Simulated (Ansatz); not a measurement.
System: bcc W. Method: PBEsol (Ansatz, an electronic-structure program, plane waves, PAW).

Settings: plane-wave cutoff 520 eV, 24×24×24 k mesh, Fermi–Dirac smearing 0.05 eV, no spin polarisation, scalar-relativistic PAW data made under PBE.

Cell (relaxed at this level):

```cif
data_W2
_chemical_formula_sum 'W2'
_space_group_name_H-M_alt 'Im-3m'
_space_group_IT_number 229
_space_group_name_Hall '-I 4 2 3'
_cell_length_a 3.15406
_cell_length_b 3.15406
_cell_length_c 3.15406
_cell_angle_alpha 90.000
_cell_angle_beta 90.000
_cell_angle_gamma 90.000
loop_
_atom_site_label
_atom_site_type_symbol
_atom_site_symmetry_multiplicity
_atom_site_Wyckoff_symbol
_atom_site_fract_x
_atom_site_fract_y
_atom_site_fract_z
_atom_site_occupancy
W1 W 2 a 0.00000 0.00000 0.00000 1
```
(The calculation used a cell of 1 atom; values per cell refer to that cell.)

Estimate the bulk modulus B0 and pressure derivative B′ of the bulk modulus that the calculation returns.


- bulk modulus B0: 322 GPa
- pressure derivative B′ of the bulk modulus: 4.1

The run finds no gap.

Measured, for comparison: bulk modulus 312 GPa (zero-point energy and finite temperature contributions removed, our sources range from 300 to 328; as tabulated in doi:10.1021/acs.jctc.3c00612). Computed (rounded) less measured: bulk modulus +3 % (inside the range of the sources held).

Spin–orbit coupling is not included.
